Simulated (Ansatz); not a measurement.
# BH− (quartet): the correlation ladder at distance B1–H2 = 0.977 Å, aug-cc-pVTZ

The task here is to estimate one member of a computed series from the others.

Computed with Ansatz 0.2.0, Gaussian basis. Level: aug-cc-pVTZ, core rule «outside noble gas», up to 1 orbitals frozen.

The runs, in order: UHF; CCSD(T) on ROHF; CCSD(T) on UHF; BCCD(T) on ROHF; CCSDT(Q) on ROHF; CCSDT(Q) on UHF; CASSCF and MRCISD+Q, 5 electrons in 5 orbitals; CASSCF and NEVPT2, 5 electrons in 5 orbitals.

9 further runs of the same task are left out: 9 that didn't finish.

### The system

The geometry derives from a PBE0/def2-TZVPD stationary point (not a proven minimum). One bond is set to the value named and the two fragments are kept rigid.

2 atoms, charge -1, spin multiplicity 4.

Atoms are counted from 1 here; the program's logs count them from 0.

Bond lengths: B1–H2 0.977 Å.

As a file:

```xyz
2

B     0.00000    0.00000    0.00000
H     0.00000    0.00000    0.97700
```

Set-up of the first run:

Input file in.yaml:

```yaml
crystal:
  periodic: [false, false, false]
  atoms:
    - {symbol: B, position_ang: [0.000000, 0.000000, 0.000000]}
    - {symbol: H, position_ang: [0.000000, 0.000000, 0.977000]}
basis:
  gaussian: {orbitals: aug-cc-pVTZ}
total_charge: -1
magnetization: {spin_polarized: true, initial_magnetization: 3}
hamiltonian: {xc: hf}
output: {orbitals: {seedname: orbitals}}
```

On the command line:

```sh
$ ansatz run in.yaml --threads 1 --pin off --events-out ev --progress --plain --max-ram 2816MiB --backend cpu
```

Among the steps run: UHF; CCSD(T) on ROHF; CCSD(T) on UHF; BCCD(T) on ROHF; CCSDT(Q) on ROHF; CCSDT(Q) on UHF; CASSCF and MRCISD+Q, 5 electrons in 5 orbitals; CASSCF and NEVPT2, 5 electrons in 5 orbitals.

One table of the session follows, with a row left open; its other results are not shown here.

It belongs to the step «Misses and costs». 

| method | from UCCSDT(Q) (kcal/mol) |
| --- | --- |
| ROHF | +55.18 |
| UHF | +54.66 |
| RMP2 | +11.21 |
| UMP2 | +11.24 |
| RCCSD | +2.15 |
| UCCSD | +2.14 |
| RCCSD(T) | +0.46 |
| UCCSD(T) | +0.45 |
| BCCD(T) | +0.46 |
| RCCSDT | +0.07 |
| UCCSDT | +0.05 |
| RCCSDT(Q) | +0.02 |
| UCCSDT(Q) | 0 |
| CASSCF valence | ? |
| NEVPT2 valence | +14.89 |
| MRCISD valence | +2.75 |
| MRCISD+Q valence | +0.56 |

Q: Estimate the row for CASSCF valence from the others.

The run gave: from UCCSDT(Q) (kcal/mol): +48.11. In the column «from UCCSDT(Q) (kcal/mol)» it lies between NEVPT2 valence (+14.89) and UHF (+54.66).

Limits of these values: Restricted and unrestricted rows rest on different reference determinants; where their highest levels disagree by more than a few hundredths of an eV, they describe different states and don't form one ladder.
